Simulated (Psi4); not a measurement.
# doublet [C2H4F2]+: levels of theory compared

Wanted: a comparison of 3 runs (UHF/3-21G, UB3LYP/6-31G*, UHSE06/6-311+G**) of doublet [C2H4F2]+. 

Program for the calculation: Psi4 1.11.

## 1. Starting point

The species is [C2H4F2]+ (8 atoms), meant as a doublet with charge +1. SMILES of the parent species: `CC(F)F`. Geometry: relaxed at PBE0-D4/def2-TZVP. That shape belongs to the parent species and isn't relaxed for this state.

Bond lengths: C1–C2 1.497 Å, C2–F3 1.361 Å, C2–F4 1.361 Å, C1–H5 1.091 Å, C1–H6 1.091 Å, C1–H7 1.090 Å, C2–H8 1.095 Å. Some angles: C1–C2–F3 110.3°, C1–C2–F4 110.3°, F3–C2–F4 107.0°, C1–C2–H8 114.0°, F3–C2–H8 107.5°, F4–C2–H8 107.5°, C2–C1–H5 109.4°, C2–C1–H6 109.9°, C2–C1–H7 109.9°, H5–C1–H6 109.3°.

## 2. Energy and forces at UHF/3-21G (run 1)

Input file job.json:

```json
{
 "schema_name": "qcschema_input",
 "schema_version": 1,
 "molecule": {
  "schema_name": "qcschema_molecule",
  "schema_version": 2,
  "symbols": ["C", "C", "F", "F", "H", "H", "H", "H"],
  "geometry": [0.0062361, 1.46945103, 0.04403062, -0.09826576, -1.3572013, -0.01549575, 1.74894153, -2.34968546, 1.47228562, 0.31785193, -2.21494799, -2.40354266, 1.85457722, 2.10118648, -0.61491688, -0.29706495, 2.14068175, 1.96871668, -1.45697884, 2.24990792, -1.1791891, -1.90125345, -2.14748477, 0.62266476],
  "molecular_charge": 1,
  "molecular_multiplicity": 2,
  "fix_symmetry": "c1"
 },
 "driver": "gradient",
 "model": {
  "method": "scf",
  "basis": "3-21G"
 },
 "keywords": {
  "reference": "uhf",
  "puream": true,
  "e_convergence": 1e-09,
  "d_convergence": 1e-08,
  "scf_type": "pk",
  "maxiter": 200,
  "scf_properties": ["MULLIKEN_CHARGES", "MAYER_INDICES", "LOWDIN_CHARGES"]
 }
}
```

Command:

```
$ psi4 --qcschema job.json -n 1 --memory 1600MB
```

stdout:

```text
[...]
  Running in c1 symmetry.
[...]
  Nuclear repulsion =  132.710582025811732
[...]
  Multiplicity = 2
[...]
  Nalpha       = 17
  Nbeta        = 16
[...]
    Number of basis functions: 44
[...]
   @UHF iter   1:  -274.85531302744954   -1.68022e-01   9.93399e-03 ADIIS/DIIS
[...]
   @UHF iter  26:  -274.97528605354239   -4.63842e-11   9.63048e-09 DIIS
[...]
   @S^2 Observed:                7.611494087E-01
[...]
  @UHF Final Energy:  -274.97528605354239
   => Energetics <=
    Nuclear Repulsion Energy =            132.7105820258117319
    One-Electron Energy =                -634.2844710970707638
    Two-Electron Energy =                 226.5986030177166413
    Total Energy =                       -274.9752860535423906
  UHF NO Occupations:
  HONO-2 :   15  A 1.9984907
  HONO-1 :   16  A 1.9972705
[...]
  -Total Gradient:
     Atom            X                  Y                   Z
    ------   -----------------  -----------------  -----------------
       1        0.023690807191    -0.113610351002    -0.012688006763
       2       -0.088490506301     0.130016321320     0.037183071696
       3        0.031021986927    -0.020641044017     0.017261047415
       4        0.011936682587    -0.018883318406    -0.034561701795
       5       -0.002803922607     0.017699644147     0.001661826650
       6        0.000065100410     0.009896205822     0.003869928332
       7       -0.002218782758     0.010073220165    -0.002353546863
       8        0.026798634549    -0.014550678031    -0.010372618674
[...]
```

The result, in JSON:

```text
{
 "driver": "gradient",
 "model": {
  "method": "scf",
  "basis": "3-21G"
 },
 "success": true,
 "return_result": [0.02369080719134213, -0.11361035100153716, -0.01268800676263873, -0.08849050630098099, 0.13001632132046131, 0.03718307169563811, 0.03102198692723751, -0.020641044016904975, 0.017261047415339542, 0.011936682586934859, -0.01888331840635224, -0.034561701794790955, -0.002803922606568865, 0.017699644147189733, 0.001661826650131537, 6.510041004705036e-05, 0.009896205822276669, 0.0038699283323719857, -0.002218782758290211, 0.010073220164539931, -0.0023535468627408074, 0.026798634549278416, -0.014550678031026193, -0.010372618674140938],
 "properties": {
  "calcinfo_nbasis": 44,
  "calcinfo_nmo": 44,
  "calcinfo_nalpha": 17,
  "calcinfo_nbeta": 16,
  "calcinfo_natom": 8,
  "nuclear_repulsion_energy": 132.71058202581173,
  "return_energy": -274.9752860535424,
  "return_gradient": [0.02369080719134213, -0.11361035100153716, -0.01268800676263873, -0.08849050630098099, 0.13001632132046131, 0.03718307169563811, 0.03102198692723751, -0.020641044016904975, 0.017261047415339542, 0.011936682586934859, -0.01888331840635224, -0.034561701794790955, -0.002803922606568865, 0.017699644147189733, 0.001661826650131537, 6.510041004705036e-05, 0.009896205822276669, 0.0038699283323719857, -0.002218782758290211, 0.010073220164539931, -0.0023535468627408074, 0.026798634549278416, -0.014550678031026193, -0.010372618674140938],
  "scf_one_electron_energy": -634.2844710970708,
  "scf_two_electron_energy": 226.59860301771664,
  "scf_dipole_moment": [-1.2183032913204686, 1.3417684628697506, 0.4955413940821438],
  "scf_total_energy": -274.9752860535424,
  "scf_total_gradient": [0.02369080719134213, -0.11361035100153716, -0.01268800676263873, -0.08849050630098099, 0.13001632132046131, 0.03718307169563811, 0.03102198692723751, -0.020641044016904975, 0.017261047415339542, 0.011936682586934859, -0.01888331840635224, -0.034561701794790955, -0.002803922606568865, 0.017699644147189733, 0.001661826650131537, 6.510041004705036e-05, 0.009896205822276669, 0.0038699283323719857, -0.002218782758290211, 0.010073220164539931, -0.0023535468627408074, 0.026798634549278416, -0.014550678031026193, -0.010372618674140938],
  "scf_iterations": 26
 }
}
```

Run time: 1.7 s. Hardware: 1 thread of Intel Xeon Platinum 8488C (Sapphire Rapids), shared host; peak memory 0.18 GiB.

## 3. Energy and gradient at UB3LYP/6-31G(d) (spherical functions) (run 2)

Changes to job.json since step 2:

```diff
@@ -10,3 +10,5 @@
   "molecular_multiplicity": 2,
-  "fix_symmetry": "c1"
+  "fix_symmetry": "c1",
+  "fix_com": true,
+  "fix_orientation": true
  },
@@ -14,7 +16,7 @@
  "model": {
-  "method": "scf",
-  "basis": "3-21G"
+  "method": "b3lyp",
+  "basis": "6-31G*"
  },
  "keywords": {
-  "reference": "uhf",
+  "reference": "uks",
   "puream": true,
@@ -23,4 +25,5 @@
   "scf_type": "pk",
-  "maxiter": 200,
-  "scf_properties": ["MULLIKEN_CHARGES", "MAYER_INDICES", "LOWDIN_CHARGES"]
+  "dft_radial_points": 99,
+  "dft_spherical_points": 590,
+  "maxiter": 200
  }
```

Command:

```
$ psi4 --qcschema job.json -n 1 --memory 1600MB
```

stdout:

```text
[...]
  Running in c1 symmetry.
[...]
  Nuclear repulsion =  132.710582025811732
[...]
  Multiplicity = 2
[...]
  Nalpha       = 17
  Nbeta        = 16
[...]
    Number of basis functions: 64
[...]
   @UKS iter   1:  -277.73953839094895    1.13278e-01   7.48421e-03 ADIIS/DIIS
[...]
   @UKS iter  16:  -277.85773135232256   -5.11591e-13   2.93967e-09 DIIS
[...]
   @S^2 Observed:                7.525067618E-01
[...]
  @UKS Final Energy:  -277.85773135232256
   => Energetics <=
    Nuclear Repulsion Energy =            132.7105820258117319
    One-Electron Energy =                -636.9601569603337339
    Two-Electron Energy =                 252.9766883123009222
    DFT Exchange-Correlation Energy =     -26.5848447301014623
    Empirical Dispersion Energy =           0.0000000000000000
    VV10 Nonlocal Energy =                  0.0000000000000000
    Total Energy =                       -277.8577313523225598
[...]
  -Total Gradient:
     Atom            X                  Y                   Z
    ------   -----------------  -----------------  -----------------
       1        0.013486620382    -0.064672959469    -0.007278544058
       2       -0.074568076311     0.069901447707     0.029995685966
       3        0.025564725107    -0.012038527394     0.009516257911
       4        0.012984391201    -0.010863857261    -0.024582339166
       5       -0.007392694340     0.009056400016     0.003049749920
       6        0.001774951684     0.004754815466    -0.004101625294
       7        0.004149212186     0.004518630685     0.002282018774
       8        0.023987913404    -0.000650580775    -0.008876228590
[...]
```

The result, in JSON:

```text
{
 "driver": "gradient",
 "model": {
  "method": "b3lyp",
  "basis": "6-31G*"
 },
 "success": true,
 "return_result": [0.013486620382007413, -0.06467295946947271, -0.007278544058222416, -0.07456807631061138, 0.06990144770665077, 0.02999568596564133, 0.025564725107196068, -0.012038527394423654, 0.009516257910669207, 0.01298439120098234, -0.010863857261157031, -0.024582339166274836, -0.0073926943397716605, 0.009056400015848828, 0.0030497499201530345, 0.0017749516842626642, 0.004754815465719861, -0.004101625294387873, 0.004149212186170981, 0.004518630684900174, 0.0022820187736888875, 0.023987913403990535, -0.0006505807751690379, -0.008876228590051126],
 "properties": {
  "calcinfo_nbasis": 64,
  "calcinfo_nmo": 64,
  "calcinfo_nalpha": 17,
  "calcinfo_nbeta": 16,
  "calcinfo_natom": 8,
  "nuclear_repulsion_energy": 132.71058202581173,
  "return_energy": -277.85773135232256,
  "return_gradient": [0.013486620382007413, -0.06467295946947271, -0.007278544058222416, -0.07456807631061138, 0.06990144770665077, 0.02999568596564133, 0.025564725107196068, -0.012038527394423654, 0.009516257910669207, 0.01298439120098234, -0.010863857261157031, -0.024582339166274836, -0.0073926943397716605, 0.009056400015848828, 0.0030497499201530345, 0.0017749516842626642, 0.004754815465719861, -0.004101625294387873, 0.004149212186170981, 0.004518630684900174, 0.0022820187736888875, 0.023987913403990535, -0.0006505807751690379, -0.008876228590051126],
  "scf_one_electron_energy": -636.9601569603337,
  "scf_two_electron_energy": 252.97668831230092,
  "scf_xc_energy": -26.584844730101462,
  "scf_dipole_moment": [-0.36346514097515836, -0.27938132406687544, 0.11987330475410563],
  "scf_total_energy": -277.85773135232256,
  "scf_total_gradient": [0.013486620382007413, -0.06467295946947271, -0.007278544058222416, -0.07456807631061138, 0.06990144770665077, 0.02999568596564133, 0.025564725107196068, -0.012038527394423654, 0.009516257910669207, 0.01298439120098234, -0.010863857261157031, -0.024582339166274836, -0.0073926943397716605, 0.009056400015848828, 0.0030497499201530345, 0.0017749516842626642, 0.004754815465719861, -0.004101625294387873, 0.004149212186170981, 0.004518630684900174, 0.0022820187736888875, 0.023987913403990535, -0.0006505807751690379, -0.008876228590051126],
  "scf_iterations": 16
 }
}
```

Wall time 24 s (1 thread of Intel Xeon Platinum 8488C (Sapphire Rapids), shared host); peak memory 1 GiB.

## 4. Energy and gradient at UHSE06/6-311+G(d,p) (run 3)

Input file job.inp:

```
memory 1600 MB

molecule molecule1 {
  1 2
  C      0.00623610     1.46945103     0.04403062
  C     -0.09826576    -1.35720130    -0.01549575
  F      1.74894153    -2.34968546     1.47228562
  F      0.31785193    -2.21494799    -2.40354266
  H      1.85457722     2.10118648    -0.61491688
  H     -0.29706495     2.14068175     1.96871668
  H     -1.45697884     2.24990792    -1.17918910
  H     -1.90125345    -2.14748477     0.62266476
  units bohr
  symmetry c1
}

set reference uks
set puream true
set e_convergence 1e-09
set d_convergence 1e-08
set scf_type pk
set dft_radial_points 99
set dft_spherical_points 590
set maxiter 200

E, wfn = gradient("hse06/6-311+G**", return_wfn=True)
oeprop(wfn, "LOWDIN_CHARGES", "MULLIKEN_CHARGES", "QUADRUPOLE", title="HSE06")
print_variables()
```

Command:

```
$ psi4 -n 1 job.inp job.out
```

job.out:

```text
[...]
  Running in c1 symmetry.
[...]
  Nuclear repulsion =  132.710582025811732
[...]
  Multiplicity = 2
[...]
  Nalpha       = 17
  Nbeta        = 16
[...]
    Number of basis functions: 112
[...]
   @UKS iter   1:  -277.49421599581683    1.74366e-01   5.49151e-03 ADIIS/DIIS
[...]
   @UKS iter  16:  -277.68051307977242   -3.35376e-12   5.31569e-09 DIIS
[...]
   @S^2 Observed:                7.533786901E-01
[...]
  @UKS Final Energy:  -277.68051307977242
   => Energetics <=
    Nuclear Repulsion Energy =            132.7105820258117319
    One-Electron Energy =                -636.9233460960531374
    Two-Electron Energy =                 251.7872873551424675
    DFT Exchange-Correlation Energy =     -25.2550363646734688
    Empirical Dispersion Energy =           0.0000000000000000
    VV10 Nonlocal Energy =                  0.0000000000000000
    Total Energy =                       -277.6805130797724246
[...]
  -Total Gradient:
     Atom            X                  Y                   Z
    ------   -----------------  -----------------  -----------------
       1        0.017314273292    -0.061327201235    -0.008573320515
       2       -0.089550629585     0.068365485250     0.035471796493
       3        0.033541667906    -0.014712728454     0.016582400490
       4        0.014401307355    -0.012918912720    -0.035278657178
       5       -0.007733717030     0.010895047281     0.003237486589
       6        0.001984687913     0.005314848196    -0.003020690422
       7        0.003621495801     0.005149745415     0.001359576028
       8        0.026421256119    -0.000780561632    -0.009779218280
[...]
```

Run time: 85 s. Hardware: 1 thread of Intel Xeon Platinum 8488C (Sapphire Rapids), shared host; peak memory 0.8 GiB.

## 5. The series

```
run                                level         integration grid  energy (Eh)  HOMO energy (eV)  LUMO energy (eV)   ⟨S²⟩  wall time
  1                            UHF/3-21G                        –  -274.975286            -22.16            -11.72  0.761      1.7 s
  2  UB3LYP/6-31G* (spherical functions)  99 radial × 590 angular  -277.857731            -17.84            -15.01  0.753       24 s
  3                     UHSE06/6-311+G**  99 radial × 590 angular  -277.680513            -17.88            -15.42  0.753       85 s
```

## 6. Outcome

| quantity | value |
| --- | --- |
| run 3: total energy | -277.68051 Eh |
| run 3: HOMO energy (highest over α and β) | -17.88 eV |
| run 3: LUMO energy (lowest over α and β) | -15.42 eV |
| run 3: ⟨S²⟩ | 0.753 |
| run 3: largest force on an atom | 6.074 eV/Å |

**Reading.** Totals of different functionals can't be ranked against each other. All runs together took 1.8 min, the longest 85 s.
